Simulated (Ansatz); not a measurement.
# Si2H8S (built from SMILES S.[SiH3][SiH3]): a barrier at many levels of theory

How high is the barrier of this step (Si1–S7 formed, Si2–H6 formed, Si1–Si2 broken, H6–S7 broken), and how far do cheaper methods land from CCSD(T)?

Method: single points in def2-TZVPP on PBE0-D4/def2-TZVP structures; program: Ansatz 0.2.0, Gaussian basis.

Levels: SPW92, PBE-D4, BLYP-D4, r2SCAN-D4, B97M-V, PBE0-D4, B3LYP-D4, r2SCAN0-D4, BHLYP-D4, CAM-B3LYP-D4, wB97X-V, wB97M-V, B2PLYP, PBE-QIDH, RPA on PBE, Hartree-Fock, MP2, CCSD, CCSD(T). The reference is CCSD(T) at the basis limit, from triple and quadruple zeta. Zero-point energies come from PBE0-D4 vibrations.

Correlated methods freeze the cores. B3LYP uses VWN-RPA correlation. B2PLYP carries no dispersion term here.

23 further runs of the same task are left out: 23 set aside as unsound or not needed.

### 1 The three structures

Charge 0, multiplicity 1. The folders r, ts and p hold the start, the saddle and the end; their coordinates stand in the first inputs.

| pair | r (Å) | ts (Å) | p (Å) |
| --- | --- | --- | --- |
| Si1–S7 | 3.842 | 2.531 | 2.135 |
| Si2–H6 | 3.982 | 1.805 | 1.484 |
| Si1–Si2 | 2.339 | 2.567 | 4.033 |
| H6–S7 | 1.341 | 1.795 | 3.856 |

### 2 wB97M-V/def2-TZVPP

The input, r/in.yaml:

```yaml
crystal:
  periodic: [false, false, false]
  atoms:
    - {symbol: Si, position_ang: [-1.515176, 0.225484, -0.020649]}
    - {symbol: Si, position_ang: [0.401075, 1.283183, -0.845221]}
    - {symbol: H, position_ang: [-1.737009, -1.082763, -0.687467]}
    - {symbol: H, position_ang: [-1.425097, 0.028738, 1.449795]}
    - {symbol: H, position_ang: [-2.686472, 1.103001, -0.301210]}
    - {symbol: H, position_ang: [2.052647, -2.146211, 0.323425]}
    - {symbol: S, position_ang: [1.012292, -2.433938, 1.119935]}
    - {symbol: H, position_ang: [0.272313, 1.501559, -2.311881]}
    - {symbol: H, position_ang: [1.630841, 0.484119, -0.598596]}
    - {symbol: H, position_ang: [0.568810, 2.608998, -0.189254]}
    - {symbol: H, position_ang: [1.425779, -1.572066, 2.060922]}
basis:
  gaussian: {orbitals: def2-TZVPP}
hamiltonian: {xc: {name: wB97M-V}}
```

The input, ts/in.yaml:

```yaml
crystal:
  periodic: [false, false, false]
  atoms:
    - {symbol: Si, position_ang: [-1.085283, -0.383158, 0.270853]}
    - {symbol: Si, position_ang: [0.735579, 1.054747, -0.826979]}
    - {symbol: H, position_ang: [-1.691519, -1.414793, -0.597321]}
    - {symbol: H, position_ang: [-1.415253, -0.272705, 1.709227]}
    - {symbol: H, position_ang: [-1.684169, 0.904457, -0.272005]}
    - {symbol: H, position_ang: [0.614669, -0.538498, 0.012060]}
    - {symbol: S, position_ang: [0.659781, -2.116842, 0.866610]}
    - {symbol: H, position_ang: [0.080366, 1.163655, -2.151483]}
    - {symbol: H, position_ang: [2.195854, 0.812206, -0.993171]}
    - {symbol: H, position_ang: [0.519637, 2.255278, 0.015666]}
    - {symbol: H, position_ang: [1.070339, -1.464247, 1.966341]}
basis:
  gaussian: {orbitals: def2-TZVPP}
hamiltonian: {xc: {name: wB97M-V}}
```

The input, p/in.yaml:

```yaml
crystal:
  periodic: [false, false, false]
  atoms:
    - {symbol: Si, position_ang: [-1.590061, -0.991562, 0.624476]}
    - {symbol: Si, position_ang: [1.330390, 1.272467, -0.992272]}
    - {symbol: H, position_ang: [-2.707143, -1.964797, 0.570097]}
    - {symbol: H, position_ang: [-1.989817, 0.201524, 1.412067]}
    - {symbol: H, position_ang: [-1.239651, -0.557246, -0.752975]}
    - {symbol: H, position_ang: [1.675218, -0.125830, -1.350456]}
    - {symbol: S, position_ang: [0.016789, -2.049225, 1.551420]}
    - {symbol: H, position_ang: [0.265820, 1.779525, -1.892410]}
    - {symbol: H, position_ang: [2.535768, 2.131724, -1.105362]}
    - {symbol: H, position_ang: [0.842092, 1.307348, 0.412609]}
    - {symbol: H, position_ang: [0.860596, -1.003826, 1.522602]}
basis:
  gaussian: {orbitals: def2-TZVPP}
hamiltonian: {xc: {name: wB97M-V}}
```

No record of the launch command was kept for these runs.

Further steps of the session: CCSD(T)/def2-TZVPP; MP2/def2-QZVPP; Vibrations of the start structure; Vibrations of the end structure.

Before running it: what results should come out? Wanted: barrier, CCSD(T)/CBS; reverse barrier, CCSD(T)/CBS; step energy, CCSD(T)/CBS; barrier with zero-point energy; step energy with zero-point energy; imaginary mode at the saddle; largest T1 diagnostic.

As calculated:

| quantity | value |
| --- | --- |
| barrier, CCSD(T)/CBS | 216.8 kJ/mol |
| reverse barrier, CCSD(T)/CBS | 269.5 kJ/mol |
| step energy, CCSD(T)/CBS | -52.7 kJ/mol |
| barrier with zero-point energy | 215.3 kJ/mol |
| step energy with zero-point energy | -49.5 kJ/mol |
| imaginary mode at the saddle | 1089i cm⁻¹ |
| largest T1 diagnostic | 0.014 |

In words: The functionals run from wB97M-V, off by -0.1 kJ/mol, to SPW92, off by -70.9 kJ/mol, against CCSD(T)/CBS. By rung, the mean size of the error is: LDA 70.9, GGA 35.3, meta-GGA 21.6, hybrid 16.2, range-separated hybrid 6.7, double hybrid 4.2 kJ/mol. PBE-D4 gives a barrier 45.8 kJ/mol too low, outside chemical accuracy (1 kcal/mol, 4.2 kJ/mol). Every functional without exact exchange puts the barrier too low, the usual mark of self-interaction error, which favours the spread-out density of a saddle. The barrier rises with the share of exact exchange, from BLYP-D4 through B3LYP-D4 to BHLYP-D4 (-24.7, -7.7, +18.0 kJ/mol). Hartree-Fock, with no correlation, is off by +81.3 kJ/mol. Zero-point motion lowers the barrier by 1.5 kJ/mol.
